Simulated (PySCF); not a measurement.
Molfile (atoms numbered from 1):
```
H4P
     RDKit          3D

  5  4  0  0  0  0  0  0  0  0999 V2000
    0.0021    0.0006   -0.0021 P   0  0  0  0  0  0  0  0  0  0  0  0
   -0.7543   -0.8832   -0.7969 H   0  0  0  0  0  0  0  0  0  0  0  0
    0.3428   -0.6321    1.2097 H   0  0  0  0  0  0  0  0  0  0  0  0
   -0.7577    1.1557    0.2686 H   0  0  0  0  0  0  0  0  0  0  0  0
    1.1773    0.3621   -0.6900 H   0  0  0  0  0  0  0  0  0  0  0  0
  1  2  1  0
  1  3  1  0
  1  4  1  0
  1  5  1  0
M  CHG  1   1   1
M  END
```

Geometry: PBE0-D3(BJ)/def2-SVP; GIAO absolute shieldings from PySCF, gas phase, non-relativistic, averaged over equivalent atoms.

At BLYP/pcSseg-2 (99 basis functions, 4.5 s wall time on 1 thread of an x86-64 server CPU, shared host):
```tsv
atoms	σ (ppm)
P1	403.9
H2/H3/H4/H5	25.37
```

Question: Estimate the result of repeating the calculation with OPBE/pcSseg-2.

Answer: 
```tsv
atoms	σ at OPBE/pcSseg-2	change
P1	447.5	+43.6
H2/H3/H4/H5	25.16	-0.21
```

The largest change is at P1 (phosphorus bonded to 4 H). Cost: 99 basis functions, 4.5 s wall time on 1 thread of an x86-64 server CPU, shared host.
